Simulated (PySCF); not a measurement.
How methods differ on the ionisation energy of Ar

Ar [Ar] (1S) → Ar⁺ [Ne] 3s2 3p5 (2P), as a difference of total energies. Calculation: PySCF 2.14, in aug-cc-pCVTZ-DK; scalar relativity by spin-free X2C-1e. Correlated levels: valence: [Ne] frozen; valence and next inner shell: 1s2 frozen; nothing frozen. The calculations carry no spin-orbit coupling.

```json
{"method": "UHF", "ionisation energy (eV)": "14.539", "plus first-order spin-orbit estimate": "14.483", "error of that sum (eV)": "-1.277"}
{"method": "LDA", "ionisation energy (eV)": "15.980", "plus first-order spin-orbit estimate": "15.923", "error of that sum (eV)": "+0.163"}
{"method": "PBE", "ionisation energy (eV)": "15.695", "plus first-order spin-orbit estimate": "15.639", "error of that sum (eV)": "-0.121"}
{"method": "PBE0", "ionisation energy (eV)": "15.703", "plus first-order spin-orbit estimate": "15.647", "error of that sum (eV)": "-0.113"}
{"method": "r2SCAN", "ionisation energy (eV)": "15.751", "plus first-order spin-orbit estimate": "15.695", "error of that sum (eV)": "-0.065"}
{"method": "TPSSh", "ionisation energy (eV)": "15.688", "plus first-order spin-orbit estimate": "15.631", "error of that sum (eV)": "-0.129"}
{"method": "M06-2X", "ionisation energy (eV)": "15.765", "plus first-order spin-orbit estimate": "15.709", "error of that sum (eV)": "-0.051"}
{"method": "B97-3", "ionisation energy (eV)": "15.753", "plus first-order spin-orbit estimate": "15.697", "error of that sum (eV)": "-0.063"}
{"method": "B3LYP", "ionisation energy (eV)": "15.779", "plus first-order spin-orbit estimate": "15.723", "error of that sum (eV)": "-0.037"}
{"method": "MP2 (valence)", "ionisation energy (eV)": "15.727", "plus first-order spin-orbit estimate": "15.671", "error of that sum (eV)": "-0.089"}
{"method": "SCS-MP2 (valence)", "ionisation energy (eV)": "15.623", "plus first-order spin-orbit estimate": "15.567", "error of that sum (eV)": "-0.193"}
{"method": "MP2 (valence and next inner shell)", "ionisation energy (eV)": "15.750", "plus first-order spin-orbit estimate": "15.693", "error of that sum (eV)": "-0.067"}
{"method": "SCS-MP2 (valence and next inner shell)", "ionisation energy (eV)": "15.642", "plus first-order spin-orbit estimate": "15.585", "error of that sum (eV)": "-0.175"}
{"method": "MP2 (all electrons)", "ionisation energy (eV)": "15.751", "plus first-order spin-orbit estimate": "15.695", "error of that sum (eV)": "-0.065"}
{"method": "SCS-MP2 (all electrons)", "ionisation energy (eV)": "15.643", "plus first-order spin-orbit estimate": "15.586", "error of that sum (eV)": "-0.174"}
```

Reference: 15.760 eV (measured; NIST Atomic Spectra Database, ionization energies).

A first-order spin-orbit estimate (lowest level to lowest level, LS coupling) adds -0.056 eV.

Errors of the correlated levels include the incompleteness of this basis and the frozen core.
